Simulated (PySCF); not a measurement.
**CF3: adding exact exchange**

Base calculation in PySCF with density fitting and no spin–orbit coupling, PBE/def2-TZVP (no relativity): doublet, C3v, C–F 1.332 Å (×3); F–C–F 111.3° (×3); wavenumbers 485 (×2), 675, 1039, 1190 (×2) cm⁻¹; dipole moment 0.15 D, polar-tensor charge of C 1.40 e, atomisation energy (no zero-point energy) 1559 kJ/mol.

**Question.** What changes on going to PBE0/def2-TZVP (no relativity)?

**Answer.** The point group stays the same. Changes: mean bond to C -0.019 Å, smallest bond angle +0.1 degrees, highest wavenumber +99 cm⁻¹, lowest wavenumber +28 cm⁻¹, dipole moment +0.10 D, polar-tensor charge of C +0.07 e, atomisation energy (no zero-point energy) -91 kJ/mol. The new structure has C–F 1.313 Å (×3); F–C–F 111.4° (×3), with wavenumbers 513 (×2), 710, 1107, 1289 (×2) cm⁻¹. Exact exchange shortens and stiffens the bonds, the usual pattern.

Each species is the lowest minimum found with this bonding; other isomers or fragments can lie lower.
